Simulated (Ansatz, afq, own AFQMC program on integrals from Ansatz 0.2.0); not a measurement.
# C, triplet → C⁺, quartet

A free C atom.

E(quartet, charge +1) − E(triplet, charge +0) at this geometry, on UHF and UHF determinants.

Basis cc-pVTZ. Noble-gas cores (and the filled d shells of Ga–Kr and In–Xe) are frozen. Ansatz 0.2.0 and our own AFQMC program on the same integrals; the CISD trial comes from CCSD amplitudes, and released means the phaseless constraint is let go. Uncertainties: one standard error, sampling alone. The errors of all members are added in quadrature.

Full CI on the same integrals is exact in this basis and with this determinant's frozen core.

The best estimate is CCSD(T) at the basis-set limit (CBS: def2-TZVPP and def2-QZVPP, with their diffuse functions for anions and beside diffuse sets, CCSD(T) itself extrapolated) plus the step from CCSD(T) to full CI in cc-pVTZ. Rows without CBS are in cc-pVTZ; B2PLYP and the wave-function rows carry a basis error of their own. Core correlation and relativity beyond core potentials are missing, and ± holds the sampling alone.

Cautions: C (triplet): the released energies are still falling, so no released level is given (meV from the phaseless value at times in 1/Eh: 0 ± 3 at 0.24, -5 ± 3 at 0.50, -6 ± 3 at 1.00, -13 ± 3 at 1.50), though the last usable value meets full CI within the noise; C⁺ (quartet): another spin lies lower; this isn't the first ionization.

Best estimate: 382.5 kcal/mol.

```
        level  vertical ionization energy (kcal/mol)  error against the best estimate (kcal/mol)
           HF                                  333.3                                       -49.1
          MP2                                  367.9                                       -14.6
         CCSD                                  378.2                                        -4.3
      CCSD(T)                                  379.4                                        -3.0
ph-AFQMC/CISD                           379.5 ± 0.04                                 -2.9 ± 0.04
          FCI                                  379.7                                        -2.7
       HF/CBS                                  332.9                                       -49.5
      MP2/CBS                                  371.8                                       -10.6
  CCSD(T)/CBS                                  382.1                                        -0.3
          PBE                                  379.8                                        -2.7
       r2SCAN                                  370.1                                       -12.3
         PBE0                                  377.3                                        -5.2
        B3LYP                                  388.4                                         5.9
      wB97M-V                                  384.5                                         2.0
       B2PLYP                                  382.6                                         0.1
```

Correlation beyond CCSD(T) adds 0.3 kcal/mol. Going to the basis-set limit adds 2.7 kcal/mol at CCSD(T). The perturbative (T) step is worth +1.2 kcal/mol. The functionals spread over 18.3 kcal/mol; B2PLYP comes nearest and r2SCAN is 12.3 kcal/mol too low.

Best estimates are given only where the step beyond CCSD(T) is under 0.3 eV and no member's determinant is very poor (T1 over 0.05, or 0.07 for open shells, ⟨S²⟩ too high by 0.3, two states mixed), so the hardest cases are missing from such tables.

The functionals ran in a triple-zeta set and keep a basis error of their own, a few kJ/mol for each bond in atomization energies and more for double hybrids, so close places among them and the extrapolated levels can swap.

Each member of a difference takes its own highest rung, so a best estimate needn't equal the limit plus the step of one row. A walk keeps the symmetry of its determinant, which the program's search chose and which needn't be the lowest solution, so a lower state of the same spin and another symmetry isn't excluded.
